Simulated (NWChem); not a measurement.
# C3H8O2 (SMILES COCOC) at CAM-B3LYP/MIDI!

What is the vertical ionisation energy of C3H8O2 at CAM-B3LYP/MIDI!? 

Program for the calculation: NWChem 7.3.0.

## Step 1: The molecule

C3H8O2 has 13 atoms, charge 0, and is taken as a singlet. As SMILES, `COCOC`. Geometry: relaxed at PBE0-D4/def2-TZVP. This is one conformer, not always the lowest.

Bond lengths: C1–O2 1.409 Å, O2–C3 1.392 Å, C3–O4 1.392 Å, O4–C5 1.409 Å, C1–H6 1.090 Å, C1–H7 1.098 Å, C1–H8 1.095 Å, C3–H9 1.098 Å, C3–H10 1.098 Å, C5–H11 1.090 Å, C5–H12 1.098 Å, C5–H13 1.095 Å. Some angles: C1–O2–C3 113.2°, O2–C3–O4 113.9°, C3–O4–C5 113.2°, O2–C1–H6 107.2°, O2–C1–H7 110.9°, O2–C1–H8 111.8°, O2–C3–H9 110.9°, O2–C3–H10 105.4°, O4–C3–H9 105.4°, O4–C3–H10 110.9°.

## Step 2: The energy at CAM-B3LYP/MIDI!

run.nw reads:

```
start run
title "C3H8O2 energy"
memory 2200 mb
charge 0

geometry noautosym nocenter noautoz
   C       -1.024400      -0.789300       1.349800
   O        0.262200      -0.255300       1.139700
   C        0.811400      -0.614800      -0.087400
   O        0.154100      -0.062300      -1.182600
   C        0.296400       1.336700      -1.267600
   H       -1.339600      -0.485400       2.347600
   H       -1.007500      -1.886200       1.298200
   H       -1.743500      -0.416400       0.613700
   H        0.761800      -1.701400      -0.234500
   H        1.856200      -0.280600      -0.049300
   H       -0.214200       1.657300      -2.175200
   H        1.355300       1.620400      -1.333200
   H       -0.147600       1.842600      -0.404500
end

basis spherical bse
   * library "MIDI!"
end

dft
   xc xcamb88 1.00 lyp 0.81 vwn_5 0.19 hfexch 1.00
   cam 0.33 cam_alpha 0.19 cam_beta 0.46
   mult 1
   grid fine
   convergence energy 1e-08
   direct
   maxiter 100
   mulliken
   noprint "final vectors analysis"
end

task dft energy
```

Started as:

```bash
$ nwchem run.nw > run.out
```

Log:

```text
[...]
          Wavefunction type:  closed shell.
          No. of atoms     :    13
          No. of electrons :    42
[...]
          Charge           :     0
          Spin multiplicity:     1
[...]
          AO basis - number of functions:    71
[...]
              XC Information
              --------------
                     Hartree-Fock (Exact) Exchange  1.000
                   CAM-Becke88 Exchange Functional  1.000
                      VWN V Correlation Functional  0.190 local
              Lee-Yang-Parr Correlation Functional  0.810
[...]
 d= 0,ls=0.0,diis     1   -267.7994257569 -4.67D+02  1.05D-02  7.54D-01     2.3
[...]
 d= 0,ls=0.0,diis     8   -267.8832681255 -4.76D-09  2.32D-06  1.09D-07    17.8
         Total DFT energy =     -267.883268125517
      One electron energy =     -759.793547972116
           Coulomb energy =      328.698088767845
    Exchange-Corr. energy =      -36.166462263698
 Nuclear repulsion energy =      199.378653342453
[...]
      Total Density - Mulliken Population Analysis
     ---------------------------------------------
    Atom       Charge   Shell Charges
 -----------   ------   -------------------------------------------------------
    1 C    6     6.12   1.99  0.82  0.43  1.49  1.39
    2 O    8     8.65   1.99  0.95  0.93  2.08  2.66  0.04
    3 C    6     5.60   1.99  0.83  0.28  1.44  1.08
    4 O    8     8.65   1.99  0.95  0.93  2.08  2.66  0.04
    5 C    6     6.12   1.99  0.82  0.43  1.49  1.39
    6 H    1     0.84   0.58  0.26
    7 H    1     0.87   0.58  0.28
    8 H    1     0.85   0.58  0.27
    9 H    1     0.87   0.59  0.28
   10 H    1     0.87   0.59  0.28
[...]
```

Run time: 18 s. Hardware: 1 thread of Intel Xeon 6975P-C (Granite Rapids), shared host; peak memory 0.12 GiB.

## Step 3: The doublet cation

input.xyz reads:

```xyz
13
C3H8O2 CAM-B3LYP
C     -1.024400    -0.789300     1.349800
O      0.262200    -0.255300     1.139700
C      0.811400    -0.614800    -0.087400
O      0.154100    -0.062300    -1.182600
C      0.296400     1.336700    -1.267600
H     -1.339600    -0.485400     2.347600
H     -1.007500    -1.886200     1.298200
H     -1.743500    -0.416400     0.613700
H      0.761800    -1.701400    -0.234500
H      1.856200    -0.280600    -0.049300
H     -0.214200     1.657300    -2.175200
H      1.355300     1.620400    -1.333200
H     -0.147600     1.842600    -0.404500
```

input.nw reads:

```
start input
title "C3H8O2 CAM-B3LYP"
memory total 2200 mb
charge 1

geometry units angstroms noautosym nocenter noautoz
 load format xyz input.xyz
end

basis spherical bse
 C library "MIDI!"
 O library "MIDI!"
 H library "MIDI!"
end

dft
 xc xcamb88 1.00 lyp 0.81 vwn_5 0.19 hfexch 1.00
 cam 0.33 cam_alpha 0.19 cam_beta 0.46
 mult 2
 grid fine
 convergence energy 1e-08
 direct
 iterations 100
 mulliken
 noprint "final vectors analysis"
end

task dft
```

Started as:

```bash
$ nwchem input.nw > input.out
```

Log:

```text
[...]
          Wavefunction type:  spin polarized.
          No. of atoms     :    13
          No. of electrons :    41
[...]
          Charge           :     1
          Spin multiplicity:     2
[...]
          AO basis - number of functions:    71
[...]
              XC Information
              --------------
                     Hartree-Fock (Exact) Exchange  1.000
                   CAM-Becke88 Exchange Functional  1.000
                      VWN V Correlation Functional  0.190 local
              Lee-Yang-Parr Correlation Functional  0.810
[...]
 d= 0,ls=0.0,diis     1   -267.4081896311 -4.67D+02  6.84D-03  2.26D-01     2.8
[...]
 d= 0,ls=0.0,diis    13   -267.5233672630 -3.46D-09  5.19D-07  2.22D-09    37.3
[...]
         Total DFT energy =     -267.523367263024
      One electron energy =     -748.994860526636
           Coulomb energy =      317.830122618338
    Exchange-Corr. energy =      -35.737282697179
 Nuclear repulsion energy =      199.378653342453
[...]
      Total Density - Mulliken Population Analysis
     ---------------------------------------------
    Atom       Charge   Shell Charges
 -----------   ------   -------------------------------------------------------
    1 C    6     6.21   1.99  0.83  0.48  1.50  1.41
    2 O    8     8.47   1.99  0.99  0.92  2.03  2.49  0.04
    3 C    6     5.67   1.99  0.84  0.31  1.46  1.08
    4 O    8     8.47   1.99  0.99  0.92  2.03  2.49  0.04
    5 C    6     6.21   1.99  0.83  0.48  1.50  1.41
    6 H    1     0.74   0.56  0.18
    7 H    1     0.74   0.55  0.19
    8 H    1     0.76   0.56  0.21
    9 H    1     0.74   0.57  0.18
   10 H    1     0.74   0.57  0.18
[...]
      <S2> =      0.7581 (Exact =     0.7500)
[...]
```

Run time: 38 s. Hardware: 1 thread of Intel Xeon 6975P-C (Granite Rapids), shared host; peak memory 0.12 GiB.

## Step 4: Outcome

Level: CAM-B3LYP/MIDI!.

| quantity | value |
| --- | --- |
| singlet C3H8O2: total energy | -267.88327 Eh |
| singlet C3H8O2: dipole moment | 0.25 D |
| doublet cation: total energy | -267.52337 Eh |
| doublet cation: ⟨S²⟩ | 0.758 |
| vertical ionisation energy (to the doublet cation) | 9.793 eV |

What this shows: Removing an electron at fixed nuclei costs 9.79 eV (226 kcal/mol). Mulliken charges (doublet cation) run from -0.47 on O2 to +0.33 on C3.
